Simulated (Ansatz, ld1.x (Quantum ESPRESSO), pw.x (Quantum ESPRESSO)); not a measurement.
Ag: one change to the TM potential, in the atom and in the bcc crystal

ld1.x (Quantum ESPRESSO) 7.5 input, shortened:

```
&input
   title='Ag', zed=47., rel=1, dft='PBESOL', iswitch=3,
   config='[Kr] 4d10 5s0.5 5p0'
 /
 &inputp
   pseudotype=2, tm=.true., lloc=1,
   nlcc=.false.
 /
3
5S  1  0   0.50   0.00  2.15  2.15  0.0
4D  3  2  10.00   0.00  1.65  1.65  0.0
5P  2  1   0.00   0.00  3.25  3.25  0.0
 &test
   configts(1)='4d10 5s0.5 5p0'
 /
```

Change: type RRKJ; local potential all-electron potential smoothed inside 1.25 bohr (lloc = -1); rho0 0.001.

Cutoffs, loose and tight: the cutoffs (Ry, on a coarse ladder) from which the occupation-weighted sum of valence levels, in a spherical-Bessel basis at the reference potential, stays within 10 and 1 mRy of its value at 400 Ry. They do not see the model core or the augmentation charge, which bear on the density cutoff. Test errors are all-electron minus pseudo excitation energies from the reference, over the configurations 4d10 5s1 5p0; 4d10 5s0 5p0; 4d9 5s0 5p0; 4d9 5s1 5p0; 4d9 5s2 5p0; 4d10 5s0 5p1; 4d8 5s0 5p0; variants that change the core or the reference have their own tests.

Crystal test: bcc Ag in pw.x 7.5, no spin, 14³ k-points, Fermi–Dirac smearing 0.01 Ry, cutoffs set for each file from its atomic test. The reference is all-electron LAPW (Ansatz 0.2.0) with the same functional, mesh and smearing; V0 and B0 come from Birch–Murnaghan fits to the pressures at five volumes. Errors are pseudo minus all-electron; Δ is the rms difference of the E(V) curves that follow from these fits, minima aligned, over ±6 % about the mean V0. Mesh and smearing are coarse, so the numbers serve the comparison and aren't converged zero-temperature values; the lattice is a test structure that the element need not adopt.

All-electron: a0 = 3.226 Å (V0 = 16.78 Å³/atom), B0 = 114.6 GPa.

Q: Does the change bring the crystal closer to the all-electron result?

A: The mean pressure error goes from +7.87 to +19.35 GPa, so the change moves the solid further from the all-electron pressures. Neither pressure curve crosses zero within the volumes sampled, so no fits are given.

```tsv
quantity	base	changed
outcome (atom)	generated	generated
cutoff, loose (atom)	70 Ry	55 Ry
cutoff, tight (atom)	100 Ry	70 Ry
bound ghosts (atom)	none	s, p
largest test error (meV) (atom)	-179 over the solved tests; 1 of 7 tests not solved or not reliable	-113
cutoffs in pw.x (Ry)	120/480	85/340
mean pressure error (GPa)	+7.87	+19.35
```

Base: The largest radius (3.25 bohr) exceeds half the bond length (2.64 bohr), so the spheres overlap, which is one possible source of error among others. This is a poor potential for the solid. Atomic configuration tests: 1 of 7 tests not solved or not reliable. Changed file: The largest radius (3.25 bohr) exceeds half the bond length (2.64 bohr), so the spheres overlap, which is one possible source of error among others. This is a poor potential for the solid. Note: ghost states, extra bound levels that the all-electron valence spectrum of the same l lacks: s at -182.1 eV, p at -67.1 eV. A true bound ghost makes a file unfit for plane-wave use. The atomic cutoffs weigh occupied waves only.
